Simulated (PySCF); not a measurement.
Relaxation of singlet BOF

These are results of PBE0/[B def2-TZVP, O def2-TZVP, F def2-TZVP], no relativity, density fitting, PySCF, not measurements. A (50,194) grid was used.

A hand-made bent start, of Cs symmetry, held to at least that symmetry:

```xyz
3
charge 0 multiplicity 1, angstrom
B    -0.1195    0.0000   -0.6222
O    -1.2254    0.0000    0.1521
F     1.1010    0.0000    0.2324
```

Optimiser trace:
| step | E − E(last) (kJ/mol) | largest gradient (Eh/bohr) |
| --- | --- | --- |
| 0 | 340.45 | 0.21033 |
| 1 | 106.32 | 0.10003 |
| 2 | 35.12 | 0.12814 |
| 3 | 7.33 | 0.06163 |
| 4 | 3.36 | 0.04462 |
| 5 | 0.57 | 0.01482 |
| 6 | 0.05 | 0.00444 |
| 7 | 0.00 | 0.00031 |
| 8 | 0.00 | 0.00009 |

It ends at C∞v with B–F 1.282 Å, B–O 1.206 Å; F–B–O 180.0°. A frequency run shows a minimum. Other isomers or separated fragments may lie lower.

Final geometry:
Z-matrix (Å, degrees; charge 0 multiplicity 1):
```
B
O  1 1.2060
F  1 1.2821 2 180.00
```

The relaxation took 6.3 s on 2 threads of a shared Arm Neoverse V1 host, with 93 basis functions and 10 gradients; the process peaked at 0.52 GiB. Launch command: `OMP_NUM_THREADS=2 python axn.py task.json out`.
